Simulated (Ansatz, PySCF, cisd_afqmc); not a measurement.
Species: Si2H6, charge 0, singlet. Si2H6 (silylsilane, SMILES [SiH3][SiH3]).
B3LYP-D3(BJ)/def2-TZVP minimum from Ansatz (a program for electronic structure):
```xyz
8

Si     0.0002    -0.0110     1.1721
Si    -0.0002     0.0110    -1.1721
H     -0.0004     1.3752     1.6997
H     -1.2040    -0.7120     1.6803
H      1.2055    -0.7108     1.6798
H      0.0004    -1.3752    -1.6997
H     -1.2055     0.7108    -1.6798
H      1.2040     0.7120    -1.6803
```

Atomisation energy term by term, kcal/mol (programs: Ansatz, cisd_afqmc). Open shells are spin-unrestricted; no spin-orbit coupling. Cores are frozen in correlated methods. Rows without X2C or -DK are non-relativistic. AFQMC is phaseless with a CISD trial state; ± is one standard error, without the phaseless bias. Outlying blocks are dropped, and bars are widened where a walk drifts. Over all cases where full CI ran beside it in this data, AFQMC minus full CI had a median of +0.1 mEh and passed +0.4 mEh in a tenth of the cases. CBS(X,Y): correlation extrapolated as X^-3, Hartree-Fock from the larger set (Q,5: extrapolated as (X+1)exp(-9√X)). A bracket is a step between two methods taken in the basis named. '+ core + X2C': CCSD(T) terms for core correlation (cc-pwCVTZ, 1s frozen past Ne) and scalar relativity (cc-pVTZ-DK). Where a partner has so few electrons that a lower coupled-cluster level is exact, that level stands in.

```tsv
term	basis	kcal/mol
Hartree-Fock	CBS(cc-pV(Q+d)Z,cc-pV(5+d)Z)	418.50
CCSD correlation	CBS(cc-pV(Q+d)Z,cc-pV(5+d)Z)	114.30
(T)	CBS(cc-pV(Q+d)Z,cc-pV(5+d)Z)	3.15
CCSDT(Q) - CCSD(T)	cc-pV(D+d)Z	0.30
core correlation	cc-pwCVTZ	-0.37
scalar relativity	X2C, cc-pVTZ-DK	-1.30
minus zero-point energy	Hessian by PySCF at B3LYP-D3(BJ)/def2-TZVP	-30.68
sum: D0		503.9
```

The step beyond CCSD(T) by other levels: AFQMC/CISD in cc-pV(D+d)Z 0.70 ± 0.19 kcal/mol.
